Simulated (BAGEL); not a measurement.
# AlSiH4Cl (SMILES [SiH3][AlH][Cl]): HF/6-31G(d) (density fitting with qzvpp-jkfit, spherical functions)

Aim: the vertical ionisation energy of AlSiH4Cl at HF/6-31G* (density fitting with qzvpp-jkfit, spherical functions), from 2 runs. 

The results are computed with BAGEL 1.2.2.

20 further runs of the same task are left out: 20 set aside as unsound or not needed.

### Step 1. The structure to begin with

AlSiH4Cl has 7 atoms, charge 0, and is taken as a singlet. SMILES: `[SiH3][AlH][Cl]`. Geometry: relaxed at PBE0-D4/def2-TZVP.

Bond lengths: Si1–Al2 2.446 Å, Al2–Cl3 2.104 Å, Si1–H4 1.490 Å, Si1–H5 1.490 Å, Si1–H6 1.489 Å, Al2–H7 1.581 Å. Angles: Si1–Al2–Cl3 116.2°, Si1–Al2–H7 127.5°, Cl3–Al2–H7 116.3°, Al2–Si1–H4 110.2°, Al2–Si1–H5 110.2°, Al2–Si1–H6 112.2°, H4–Si1–H5 107.8°, H4–Si1–H6 108.2°, H5–Si1–H6 108.1°.

### Step 2. A single-point energy at HF/6-31G(d) (density fitting with qzvpp-jkfit, spherical functions)

Contents of calc.json:

```json
{ "bagel" : [

{
  "title" : "molecule",
  "basis" : "6-31gs.json",
  "df_basis" : "qzvpp-jkfit",
  "angstrom" : true,
  "geometry" : [
    { "atom" : "Si", "xyz" : [      -0.861200,       0.582500,      -0.311200 ] },
    { "atom" : "Al", "xyz" : [       1.094800,      -0.612400,       0.543100 ] },
    { "atom" : "Cl", "xyz" : [       1.783400,      -2.223100,      -0.622900 ] },
    { "atom" : "H", "xyz" : [      -2.012700,      -0.351800,      -0.455300 ] },
    { "atom" : "H", "xyz" : [      -0.567600,       1.154700,      -1.655100 ] },
    { "atom" : "H", "xyz" : [      -1.276600,       1.696100,       0.586300 ] },
    { "atom" : "H", "xyz" : [       1.901100,      -0.314000,       1.869500 ] }
  ]
},

{ "title" : "hf" },

{ "title" : "print", "file" : "orbitals.molden", "orbitals" : true }

]}
```

The basis set 6-31G* is read from a file made from the Basis Set Exchange's data (not shown).

Launch:

```sh
$ BAGEL_NUM_THREADS=1 BAGEL calc.json > calc.out
```

The program printed:

```text
* using 1 threads per process

  ===============================================================
  ===============================================================

  *** Geometry ***

  { "atom" : "Si", "xyz" : [     -1.627432,      1.100765,     -0.588083 ] },
  { "atom" : "Al", "xyz" : [      2.068872,     -1.157268,      1.026310 ] },
  { "atom" : "Cl", "xyz" : [      3.370138,     -4.201050,     -1.177110 ] },
  { "atom" : "H", "xyz" : [     -3.803452,     -0.664806,     -0.860392 ] },
  { "atom" : "H", "xyz" : [     -1.072609,      2.182067,     -3.127686 ] },
  { "atom" : "H", "xyz" : [     -2.412424,      3.205164,      1.107946 ] },
  { "atom" : "H", "xyz" : [      3.592558,     -0.593374,      3.532843 ] },

  Number of auxiliary basis functions:      456

  Since a DF basis is specified, we compute 2- and 3-index integrals:
    o Being stored without compression. Storage requirement is 0.014 GB

  Number of basis functions:       62
  Number of electrons      :       48

    * METHOD: MOLECULE                             0.15

  *** RHF ***

  === Nuclear Repulsion ===
   164.9899178917

      * DIIS with orbital gradients will be used.

  === RHF iteration (6-31gs.json) ===
      0       -992.62390801          0.00912205           0.04
      1       -992.67955758          0.00301249           0.03
      2       -992.68562161          0.00099265           0.03
      3       -992.68638362          0.00011455           0.03
      4       -992.68639346          0.00002512           0.03
      5       -992.68639404          0.00000602           0.03
      6       -992.68639407          0.00000161           0.03
      7       -992.68639408          0.00000036           0.04
      8       -992.68639408          0.00000012           0.04
      9       -992.68639408          0.00000004           0.04
     10       -992.68639408          0.00000001           0.04
     11       -992.68639408          0.00000000           0.04
    * SCF iteration converged.

    * Permanent dipole moment:
           (    0.215003,    -0.539080,    -0.409139) a.u.

    * METHOD: HF                                   0.55

    * METHOD: PRINT                                0.01

  ===============================================================
```

It took 1.1 s on 1 thread of Intel Xeon 6975P-C (Granite Rapids), shared host; peak memory 0.088 GiB.

### Step 3. The doublet cation, same level

Contents of input.json:

```json
{ "bagel" : [

{
  "title" : "molecule",
  "basis" : "6-31gs.json",
  "df_basis" : "qzvpp-jkfit",
  "angstrom" : "true",
  "geometry" : [
    { "atom" : "Si", "xyz" : [   -0.861200,    0.582500,   -0.311200 ] },
    { "atom" : "Al", "xyz" : [    1.094800,   -0.612400,    0.543100 ] },
    { "atom" : "Cl", "xyz" : [    1.783400,   -2.223100,   -0.622900 ] },
    { "atom" : "H", "xyz" : [   -2.012700,   -0.351800,   -0.455300 ] },
    { "atom" : "H", "xyz" : [   -0.567600,    1.154700,   -1.655100 ] },
    { "atom" : "H", "xyz" : [   -1.276600,    1.696100,    0.586300 ] },
    { "atom" : "H", "xyz" : [    1.901100,   -0.314000,    1.869500 ] }
  ]
},
{
  "title" : "uhf",
  "charge" : 1,
  "nopen" : 1
},
{
  "title" : "print",
  "file" : "orbitals.molden",
  "orbitals" : "true"
}

]}
```

The basis set 6-31G* is read from a file made from the Basis Set Exchange's data (not shown).

Launch:

```sh
$ BAGEL_NUM_THREADS=1 BAGEL input.json > input.out
```

The program printed:

```text
* using 1 threads per process

  ===============================================================
  ===============================================================

  *** Geometry ***

  { "atom" : "Si", "xyz" : [     -1.627432,      1.100765,     -0.588083 ] },
  { "atom" : "Al", "xyz" : [      2.068872,     -1.157268,      1.026310 ] },
  { "atom" : "Cl", "xyz" : [      3.370138,     -4.201050,     -1.177110 ] },
  { "atom" : "H", "xyz" : [     -3.803452,     -0.664806,     -0.860392 ] },
  { "atom" : "H", "xyz" : [     -1.072609,      2.182067,     -3.127686 ] },
  { "atom" : "H", "xyz" : [     -2.412424,      3.205164,      1.107946 ] },
  { "atom" : "H", "xyz" : [      3.592558,     -0.593374,      3.532843 ] },

  Number of auxiliary basis functions:      456

  Since a DF basis is specified, we compute 2- and 3-index integrals:
    o Being stored without compression. Storage requirement is 0.014 GB

  Number of basis functions:       62
  Number of electrons      :       48

    * METHOD: MOLECULE                             0.14

  *** Open-shell HF ***

  === Nuclear Repulsion ===
   164.9899178917

      * DIIS with orbital gradients will be used.

  === UHF iteration (6-31gs.json) ===
      0       -992.22879009          0.02235465           0.07
      1       -992.32157490          0.00925686           0.07
      2       -992.33495726          0.00379414           0.07
      3       -992.33767860          0.00113198           0.07
      4       -992.33826641          0.00034118           0.07
      5       -992.33833907          0.00014562           0.07
      6       -992.33835913          0.00005842           0.07
      7       -992.33836546          0.00003420           0.07
      8       -992.33836966          0.00001782           0.06
      9       -992.33837082          0.00001169           0.07
     10       -992.33837126          0.00000597           0.07
     11       -992.33837132          0.00000277           0.07
     12       -992.33837134          0.00000127           0.07
     13       -992.33837134          0.00000051           0.06
     14       -992.33837134          0.00000024           0.06
     15       -992.33837134          0.00000016           0.06
     16       -992.33837134          0.00000012           0.06
     17       -992.33837134          0.00000008           0.07
     18       -992.33837134          0.00000004           0.07
     19       -992.33837134          0.00000003           0.06
     20       -992.33837134          0.00000001           0.07
     21       -992.33837134          0.00000001           0.06
    * SCF iteration converged.

    * S^2 (UHF) is 0.7728

    * Permanent dipole moment:
           (    1.064175,    -1.693235,    -0.821265) a.u.

    * METHOD: UHF                                  1.56

    * METHOD: PRINT                                0.00

  ===============================================================
```

Wall time 2 s (1 thread of Intel Xeon 6975P-C (Granite Rapids), shared host); peak memory 0.088 GiB.

### Step 4. Outcome

Level: HF/6-31G* (density fitting with qzvpp-jkfit, spherical functions).

| quantity | value |
| --- | --- |
| singlet AlSiH4Cl: total energy | -992.68639 Eh |
| singlet AlSiH4Cl: dipole moment | 1.80 D |
| singlet AlSiH4Cl: HOMO energy | -10.42 eV |
| singlet AlSiH4Cl: LUMO energy | 0.75 eV |
| singlet AlSiH4Cl: HOMO–LUMO gap | 11.17 eV |
| doublet cation: total energy | -992.33837 Eh |
| doublet cation: ⟨S²⟩ | 0.773 |
| vertical ionisation energy (to the doublet cation) | 9.470 eV |

In words: Removing an electron at fixed nuclei costs 9.47 eV (218 kcal/mol). The negative HOMO energy of the first species, 10.42 eV, lies 0.95 eV above that difference.
